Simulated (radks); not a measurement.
# C⁴⁻ held by a Watson sphere

The task here is to estimate one member of a computed series from the others.

The numbers are computed with radks (a radial shooting solver on a logarithmic mesh, Libxc functionals) version 1 (scalar-relativistic Kohn-Sham, LDA (Slater exchange, Perdew-Wang correlation), spin-polarised, spherical densities, point nucleus), except any that are marked as measured or tabulated.

### The atom as given

```
element       : carbon (Z = 6)
charge        : -4
electrons     : 10
configuration : [Ne]
```

The outer shells:

C⁴⁻
```
[He] core
2s [↑↓]
2p [↑↓][↑↓][↑↓]
```

The first run:

Input:

```text
Z 6
configuration [Ne]
relativity scalar-relativistic
functional lda,pw
spin polarised
nucleus point
c 137.035999084
watson charge 4 radius 1.87 bohr
response adiabatic LDA kernel
```

Among the steps run: R = 1.87 bohr; R = 2.07 bohr; R = 2.54 bohr; R = 2.64 bohr; R = 2.68 bohr; R = 3.24 bohr; R = 3.25 bohr.

One table of the session follows, with a row left open; its other results are not shown here.

```
R (bohr)  highest level (eV)  its <r> (bohr)  sum of <r²> (bohr²)  α (bohr³)
    1.87              -8.154           1.902                33.76      21.29
    2.07              -7.503           2.018                37.73      26.97
    2.54                   ?               ?                    ?          ?
    2.64              -5.983           2.345                50.02      50.91
    2.68              -5.893           2.368                50.95      53.14
    3.24              -4.829           2.695                64.80      94.52
    3.25              -4.813           2.701                65.07      95.45
```

Estimate the missing values for R (bohr) = 2.54.

Worked estimate for «highest level (eV)». A straight line through the neighbours (2.07, -7.503) and (2.64, -5.983) gives -7.503 + (-5.983 + 7.503) × (2.54 − 2.07) / (2.64 − 2.07) = -6.250; a parabola fitted to 4 rows on both sides gives -6.213.

The run gave: highest level (eV): -6.217; its <r> (bohr): 2.288; sum of <r²> (bohr²): 47.75; α (bohr³): 45.70. In «highest level (eV)» the line misses by -0.033 and the parabola by +0.004.

What this shows: From R = 1.87 to 3.25 bohr the top level moves from -8.154 to -4.813 eV and its mean radius from 1.90 to 2.70 bohr. A wider sphere makes a shallower well, so the ion swells.
